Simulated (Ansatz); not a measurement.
Species: O$_{2}$, charge 0, triplet. O2 (SMILES O=O, triplet).
B3LYP-D3(BJ)/def2-TZVP minimum from Ansatz (an electronic-structure program):
```
O
O 1 1.2043
```
Charge 0, spin multiplicity 3.

Hartree-Fock and CCSD(T) correlation energies in hartree (Ansatz). Radicals and triplets start from unrestricted determinants; spin-orbit coupling is neglected. Correlated methods leave the cores frozen. No relativity. The UHF reference of O2 (O=O, triplet) is spin-contaminated (<S^2> up to 0.05 over the pure value in the sets run).

```
basis    X       E(HF)  E(corr, CCSD(T))
-------  -  ----------  ----------------
cc-pVTZ  3  -149.67572          -0.45323
cc-pVQZ  4  -149.68796          -0.48591
cc-pV5Z  5  -149.69114          withheld
```

Problem. Fit E(corr) = E∞ + A/X³ to X = 3 and 4, predict X = 5, and compare with the run.

Solution. A = (-0.45323 - (-0.48591))/(1/27 - 1/64) = 1.5262; E∞ = -0.48591 - A/64 = -0.50976; at X = 5, E∞ + A/125 = -0.49755. The run gave -0.49787, 0.32 mEh below the prediction. The same form on X = 4 and 5 gives E∞ = -0.51042, 0.66 mEh below the first estimate.
